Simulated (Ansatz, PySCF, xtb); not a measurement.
Stepwise substitution at one centre (Al Cl-Br). Gas-phase values, no solvent. Strings in code marks are SMILES.

Quantity: redistribution energy (mixed species minus the weighted end members), in kcal/mol.

Level 1: PBE-D3(BJ)/def2-TZVP // B3LYP-D3(BJ)/def2-TZVP (PySCF)
Level 2: M06-2X/6-31G* // B3LYP-D3(BJ)/def2-TZVP (PySCF)
Level 3: HF/cc-pVTZ // B3LYP-D3(BJ)/def2-TZVP (Ansatz, a first-principles code)
Level 4: GFN2-xTB (xtb)

```csv
species,level 2,level 3,level 4
1 of 3 Cl replaced by Br: `[Al]([Cl])([Br])[Cl]`,0.00,0.02,-3.47
2 of 3 Cl replaced by Br: `[Br][Al]([Cl])[Br]`,0.01,0.03,-3.33
```

### Question
What does level 1 give for each?

### Answer

- 1 of 3 Cl replaced by Br: `[Al]([Cl])([Br])[Cl]`: 0.06
- 2 of 3 Cl replaced by Br: `[Br][Al]([Cl])[Br]`: 0.06
